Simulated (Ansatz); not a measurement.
[B(OMe)H3]- (CH₆BO⁻), relaxed as a singlet with RKS PBE-D4/def2-TZVPD in Ansatz, starting from the GFN2-xTB geometry. Force threshold 0.02 eV/Å.

The highest occupied level of the charge -1 singlet lies above zero (up to 0.27 eV). By energy differences its removal costs 2.98 eV (vertical, to the charge 0 doublet, at PBE-D4/def2-TZVPD); a positive level beside a positive removal energy at the same level points to self-interaction error.

Start:

```xyz
9

B    -0.3558    0.6666    0.9517
O     0.8289    0.1256    0.1668
C     0.4600   -0.6325   -0.9042
H    -0.1446   -1.5184   -0.6158
H     1.3620   -0.9980   -1.4287
H    -0.1519   -0.0678   -1.6396
H    -1.0629    1.3684    0.2214
H     0.1022    1.3226    1.8620
H    -1.0378   -0.2663    1.3864
```

| step | energy (eV) | largest force component (eV/Å) | SCF passes |
| --- | --- | --- | --- |
| 1 | -3855.6204 | 0.603 | 17 |
| 2 | -3855.6465 | 0.332 | 22 |
| 3 | -3855.6510 | 0.108 | 22 |
| 4 | -3855.6515 | 0.041 | 22 |
| 5 (rejected) | -3855.6514 | 0.021 | 22 |
| 6 | -3855.6516 | 0.003 | 22 |

Force components are those of the run's own axes.

End:

Cartesian coordinates in Å:
```
B -0.340 0.669 0.952
O 0.835 0.133 0.175
C 0.464 -0.639 -0.913
H -0.145 -1.531 -0.618
H 1.366 -1.007 -1.446
H -0.160 -0.073 -1.649
H -1.066 1.382 0.214
H 0.093 1.343 1.898
H -1.046 -0.277 1.388
```

By distances, no bond broke or formed. The bond that changes most is B1–H8, from 1.21 to 1.24 Å (atoms count from 1).

No frequencies were taken in this run, so the end may be a saddle point.

It took 11 s on 4 threads of AMD EPYC 7571 on a shared host.
